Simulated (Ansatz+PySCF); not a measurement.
Two shapes of doublet C₄H₉.

Shape 1:

```xyz
13

C     0.0000   -0.1732    0.0000
C    -1.4931    0.0329    0.0000
C     0.7466    0.0329    1.2931
C     0.7466    0.0329   -1.2931
H    -1.7541    1.1175    0.0000
H     0.8771    1.1175    1.5191
H     0.8771    1.1175   -1.5191
H    -1.9645   -0.4111    0.8972
H    -1.9645   -0.4111   -0.8972
H     1.7593   -0.4110    1.2527
H     0.2052   -0.4110    2.1499
H     0.2052   -0.4110   -2.1499
H     1.7593   -0.4110   -1.2527
```

Shape 2:

```xyz
13

C     0.0000   -0.1688    0.0000
C    -1.4931    0.0374    0.0000
C     0.7466    0.0374    1.2931
C     0.7466    0.0374   -1.2931
H    -1.7494    1.1025    0.0000
H     0.8747    1.1025    1.5151
H     0.8747    1.1025   -1.5151
H    -1.9645   -0.4066    0.8972
H    -1.9645   -0.4066   -0.8972
H     1.7593   -0.4066    1.2527
H     0.2052   -0.4066    2.1499
H     0.2052   -0.4066   -2.1499
H     1.7593   -0.4066   -1.2527
```

Basis set: cc-pVTZ (spherical functions). Left uncorrelated: 4 orbitals. Correlation on ROHF uses semicanonical orbitals with singles. Charge 0, multiplicity 2.

Computed with Ansatz (development build ahead of 0.2.0) and PySCF 2.14.0; each method stands on the lowest determinant of its kind that the runs found.

(1) Which shape is lower in energy, and by how much in each method?

Answers

(1)

```
  method  E(2) − E(1) (eV)
    ROHF            -0.028
     UHF            -0.027
ROHF-MP2            -0.015
 UHF-MP2            -0.015
```

Shape 2 is lower.
